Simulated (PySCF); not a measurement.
SMILES c1cc[nH]c1, PBE0/def2-SVP optimised geometry.

```
10

C     -0.71    -1.12     0.00
C      0.71    -1.12     0.00
C      1.12     0.20     0.00
N      0.00     0.98     0.00
C     -1.12     0.20     0.00
H     -1.36    -1.99     0.00
H      1.37    -1.99     0.00
H      2.12     0.63     0.00
H      0.00     1.99     0.00
H     -2.12     0.63     0.00
```

Density from PBE0/def2-TZVP (PySCF) at that geometry.

Minimum of the electron density along straight lines between bonded atoms, close to the bond critical point (lines longer than 1.1 times the sum of covalent radii, or with two minima, are not listed):

```
bond    length / Å  ρ at the minimum / e bohr⁻³  ∇²ρ there / e bohr⁻⁵  position (fraction from the first atom)
------  ----------  ---------------------------  --------------------  ---------------------------------------
C1–C2        1.422                        0.295                 -0.80                                     0.50
C2–C3        1.379                        0.323                 -0.93                                     0.48
C3–N4        1.366                        0.311                 -0.78                                     0.35
C1–C5        1.379                        0.323                 -0.93                                     0.48
N4–C5        1.366                        0.311                 -0.78                                     0.65
C1–H6        1.088                        0.279                 -0.98                                     0.65
C2–H7        1.088                        0.279                 -0.98                                     0.65
C3–H8        1.088                        0.282                 -1.00                                     0.65
N4–H9        1.010                        0.341                     ?                                     0.75
C5–H10       1.088                        0.282                 -1.00                                     0.65
```

**Question.** Complete the blanks.

**Answer.** 
- N4–H9, ∇²ρ there / e bohr⁻⁵: -1.84
